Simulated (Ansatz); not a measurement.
**A ladder of methods for [BF2]+ (SMILES F[B+]F)**

[BF2]+ has 3 atoms, charge +1, and is taken as a singlet. As SMILES, `F[B+]F`. Geometry: relaxed at GFN2-xTB.

```xyz
3

F     0.3274    1.1339    0.3057
B     0.0007   -0.0003    0.0004
F    -0.3281   -1.1336   -0.3060
```

Each level gives the energy change with the F1–B2 bond stretched from 1.219 to 1.829 Å (eV). The values are calculated.

```json
{"level": "BLYP/STO-3G (restricted)", "kind": "GGA", "program": "Ansatz", "value (eV)": "3.55", "less FCI/STO-3G": "+0.09"}
{"level": "revPBE/STO-3G (restricted)", "kind": "GGA", "program": "Ansatz", "value (eV)": "3.56", "less FCI/STO-3G": "+0.10"}
{"level": "HSE06/STO-3G (restricted)", "kind": "range-separated hybrid", "program": "Ansatz", "value (eV)": "4.06", "less FCI/STO-3G": "+0.60"}
{"level": "CCSD/STO-3G (restricted)", "kind": "coupled cluster or CI", "program": "Ansatz", "value (eV)": "3.41", "less FCI/STO-3G": "-0.05"}
{"level": "CCSDT(Q)/STO-3G (restricted)", "kind": "coupled cluster or CI", "program": "Ansatz", "value (eV)": "3.45", "less FCI/STO-3G": "-0.01"}
{"level": "CCSDT/STO-3G (restricted)", "kind": "coupled cluster or CI", "program": "Ansatz", "value (eV)": "3.46", "less FCI/STO-3G": "0.00"}
{"level": "CCSDTQ/STO-3G (restricted)", "kind": "coupled cluster or CI", "program": "Ansatz", "value (eV)": "3.46", "less FCI/STO-3G": "0.00"}
{"level": "FCI/STO-3G", "kind": "exact in the basis", "program": "Ansatz", "value (eV)": "3.46", "less FCI/STO-3G": "0.00"}
```

FCI/STO-3G is exact within its basis and frozen core, so for wave-function methods in that basis the difference is their error; functionals converge differently with the basis, so for them it is only a difference. The first shape isn't each level's own minimum. The values span 3.41 to 4.06 eV. All rows use very small basis sets, so none should be taken for the real molecule's value.
